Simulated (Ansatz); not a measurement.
What a trial cell of SrPb2 relaxes into

All numbers below come from DFT PBE, scalar-relativistic, plane waves, PAW (Ansatz). Cutoff 420 eV, Γ-centred k mesh, Gaussian smearing, no spin polarisation in the final step.

The start puts SrPb2 on the sites of a reported Ti2Pd cell (I4/mmm, No. 139), with Sr in place of Pd, Pb in place of Ti, at a guessed volume.

```
Sr Pb
1.0
    -1.99441    1.99441    6.48924
     1.99441   -1.99441    6.48924
     1.99441    1.99441   -6.48924
Sr Pb
1 2
Direct
  0.00000 0.00000 0.00000
  0.34000 0.34000 0.00000
  0.66000 0.66000 0.00000
```

Cell and atoms relax at zero pressure; the relaxation can't lower the symmetry of the start. After a coarse first stage the cell is made exact in the group found at 0.06 Å.

Energies over the elements count from the elements' standard structures at the same level, with no empirical corrections.

(1) Which crystal results?

(2) What are its volume, energy, density and gap?

## Answers

(1) It keeps I4/mmm (No. 139). The result has the MoSi2 (C11b) structure. Conventional cell: a = 4.211 Å, c = 11.723 Å. Sr is coordinated by 10 Pb at 3.65–3.71 Å and 4 Sr at 4.21 Å; Pb has 4 Pb at 3.31 Å and 5 Sr at 3.65–3.71 Å.

Space group I4/mmm (No. 139). a = 4.211 Å, b = 4.211 Å, c = 11.723 Å, α = 90.00°, β = 90.00°, γ = 90.00°
| atom | site | symmetry | x | y | z |
| --- | --- | --- | --- | --- | --- |
| Sr | 2a | 4/mmm | 0.0000 | 0.0000 | 0.0000 |
| Pb | 4e | 4mm | 0.0000 | 0.0000 | 0.3112 |

(2) The volume per atom is 34.65 Å³, the density is 8.02 g/cm³ and the energy over the elements is -0.31 eV/atom. The gap on the 16×16×16 mesh is 0 eV (a metal).

The final run used a 16×16×16 mesh on its 3-atom cell and 0.10 eV smearing. For metals, differences of a few meV/atom aren't resolved. Spin–orbit coupling is left out. Symmetry constrained the relaxation, so the result can be a saddle point. The steps took about 8 core-minutes in all.